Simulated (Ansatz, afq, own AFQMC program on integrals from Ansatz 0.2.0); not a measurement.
**SiH3+ (singlet): quantum Monte Carlo beside coupled cluster at scale of all distances = 1.113, cc-pVDZ**

An exercise on one series of results from a longer session: the logs are not shown, and one member is left open.

Computed with Ansatz 0.2.0, Gaussian basis, and an in-house AFQMC program (afq) on its integrals; all values are calculated. Level: cc-pVDZ, frozen cores.

Plan: Full CI; PBE (unrestricted); r2SCAN (unrestricted); PBE0 (unrestricted); B3LYP (unrestricted); CCSD(T) on RHF; wB97M-V (unrestricted); B2PLYP (unrestricted); Full CI; CCSDT(Q) on RHF; CCSDTQ on RHF; Phaseless AFQMC, CISD trial on RHF; Phaseless AFQMC, single-determinant trial on RHF; Free-projection AFQMC, CISD trial on RHF; UHF.

3 further runs of the same task are left out: 3 that didn't finish.

**The geometry**

The geometry derives from a PBE0/def2-TZVP stationary point (not a proven minimum). All distances are scaled together.

4 atoms, charge 1, spin multiplicity 1.

Atoms are counted from 1 here; the program's logs count them from 0.

Bond lengths: Si1–H2 1.638 Å, Si1–H3 1.638 Å, Si1–H4 1.638 Å. Angles: H2–Si1–H3 120.0°, H2–Si1–H4 120.0°, H3–Si1–H4 120.0°.

Set-up of the first run:

Contents of in.yaml:

```yaml
crystal:
  periodic: [false, false, false]
  atoms:
    - {symbol: Si, position_ang: [0.000000, 0.000000, 0.000000]}
    - {symbol: H, position_ang: [1.638272, 0.015835, -0.000107]}
    - {symbol: H, position_ang: [-0.832850, 1.410864, -0.003233]}
    - {symbol: H, position_ang: [-0.805423, -1.426699, 0.003340]}
basis:
  gaussian: {orbitals: cc-pVDZ}
total_charge: 1
correlation: {method: fci, electrons: outside_noble_gas}
```

Started as:

```
$ ansatz run in.yaml --threads 1 --pin off --events-out ev --progress --plain --max-ram 16896MiB --backend cuda --devices 0, --max-vram 18GiB
```

Steps of the session up to this table: Full CI; PBE (unrestricted); r2SCAN (unrestricted); PBE0 (unrestricted); B3LYP (unrestricted); CCSD(T) on RHF; wB97M-V (unrestricted); B2PLYP (unrestricted); CCSDT(Q) on RHF; CCSDTQ on RHF; Phaseless AFQMC, CISD trial on RHF; Phaseless AFQMC, single-determinant trial on RHF; Free-projection AFQMC, CISD trial on RHF; UHF.

One of the session's tables, all rows but one given; the rest of the session is left out.

It belongs to the step «AFQMC on the ladder». On the RHF determinant, counted from full CI (exact for this spin and basis):

```
                                                              level  from full CI (meV)
                                                                 HF             +3163.3
                                                                MP2                   ?
                                                               CCSD               +76.4
                                                            CCSD(T)               +20.7
                                                           CCSDT(Q)                +0.6
                                                             CCSDTQ                 0.0
                                                            full CI                 0.0
              Phaseless AFQMC, CISD trial, step 0.005, 4000 walkers                +3.5
Phaseless AFQMC, single-determinant trial, step 0.005, 4000 walkers               -18.4
         Free-projection AFQMC, CISD trial, step 0.03, 4000 walkers                -0.7
```

Estimate the missing values for MP2.

As computed: from full CI (meV): +810.2. In the column «from full CI (meV)» it lies between CCSD (+76.4) and HF (+3163.3).

Caveats from the session: On RHF the phaseless walk with the CISD trial lies +3.5 meV from full CI, within three error bars.
